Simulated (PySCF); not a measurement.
Worked example for azetidine: ionisation energy to the radical cation

Structure: `C1CNC1` (C3H7N).

Level of theory: ωB97X-D3(BJ)/ma-def2-TZVP single points in PySCF, grid level 2; every species was optimised with PBE0-D3(BJ)/def2-SVP. The prefix ma- adds one diffuse s and one diffuse p function on all atoms but H. ωB97X-D3(BJ) is ωB97X-V with D3(BJ) in place of VV10. Zero-point energies come from unscaled PBE0-D3(BJ)/def2-SVP harmonic frequencies.

```tsv
state	structure	E / Eh
parent	parent	-173.390822
radical cation	parent	-173.061941
radical cation	radical cation	-173.085859
parent	radical cation	-173.377300
```

Zero-point energy of the radical cation less that of the parent: -0.079 eV. 1 Eh = 27.2114 eV.

Task: Work out the vertical and adiabatic ionisation energy.

Result: Vertical: (-173.061941) − (-173.390822) = 0.328881 Eh = 8.95 eV. Adiabatic: 0.304963 Eh = 8.299 eV, and 8.22 eV with zero-point energy.

Task: And the inner reorganisation energy of self-exchange?

Result: The radical cation relaxes by 650.9 meV and the parent by 368.0 meV, so λ = 1019 meV.
